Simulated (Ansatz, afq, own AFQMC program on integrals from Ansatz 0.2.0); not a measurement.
**BH3 + BH2, doublet in cc-pVDZ along one coordinate**

```xyz
7

B    -1.3317    0.0000    0.0000
H    -1.9284    1.0336    0.0000
H    -1.9284   -1.0336    0.0000
H    -0.1382    0.0000    0.0000
B     1.3563    0.0000    0.0000
H     1.8654    0.0000    1.0770
H     1.8654    0.0000   -1.0770
```

A hydrogen atom is moved from one rigid fragment to the other; the B1–H4 distance tells how far. The two fragments are held close together, so this isn't a minimum-energy path and the start is a compressed complex. Energies in mEh count from this geometry (1.194 Å) at the same level; the start stands on UHF, each point on the determinant named.

Basis cc-pVDZ. Only valence electrons are correlated. Integrals, coupled cluster, full CI and functionals: Ansatz 0.2.0; the random walks run on the same integrals in our own AFQMC program. The CISD trial takes its coefficients from CCSD amplitudes. Released means that phaseless walkers are propagated on without the constraint, phases kept. Error bars are statistical, one sigma.

```tsv
r(B1–H4) / Å	det.	T1	weight	⟨S²⟩	CCSD(T)	ph-AFQMC/CISD	released AFQMC	CCSDT(Q)	r2SCAN	wB97M-V
1.286	UHF	0.011	0.89	0.77	-0.5	-0.5 ± 0.1	-0.6 ± 0.1	-0.6	-3.4	0.1
1.333	UHF	0.011	0.89	0.77	1.9	1.9 ± 0.1	–	1.8	-3.5	2.7
1.379	UHF†	0.011	0.89	0.77	5.6	5.5 ± 0.1	5.8 ± 0.2	5.5	-2.5	6.2
1.425	UHF†	0.011	0.89	0.77	5.0	5.1 ± 0.1	5.0 ± 0.1	4.9	-0.3	5.3
```

Weight is that of the determinant in the CISD state; at the start T1 is 0.011 and the weight 0.89, and ⟨S²⟩ is 0.77. A dagger marks points whose determinant fills other symmetries than the start's, so the wave-function levels may follow another state there, or a degenerate partner. A dash marks a missing value, a released energy that hasn't settled or a functional that sits on another state. Largest departures from CCSDT(Q), at the points where its series has closed: CCSD(T) 0.1 mEh at 1.379 (on UHF), ph-AFQMC/CISD 0.2 mEh at 1.425 (on UHF) (within the noise), released AFQMC 0.3 mEh at 1.379 (on UHF) (within the noise), r2SCAN -5.3 mEh at 1.333, wB97M-V 0.9 mEh at 1.333. Functionals count only at points shown to share the start's state and spin. In this small basis the wave-function levels are far from their limit, so their gap to the functionals isn't the functionals' error.

Some points may be missing: those where a free walk finds a much lower state, and past Zn most of those on another determinant than at the start.

A walk keeps the symmetry of its determinant, which the program's search chose and which needn't be the lowest solution, so a lower state of the same spin and another symmetry isn't excluded. Released energies are given only where the last usable release times agree within the noise; a slower fall can still hide under it.
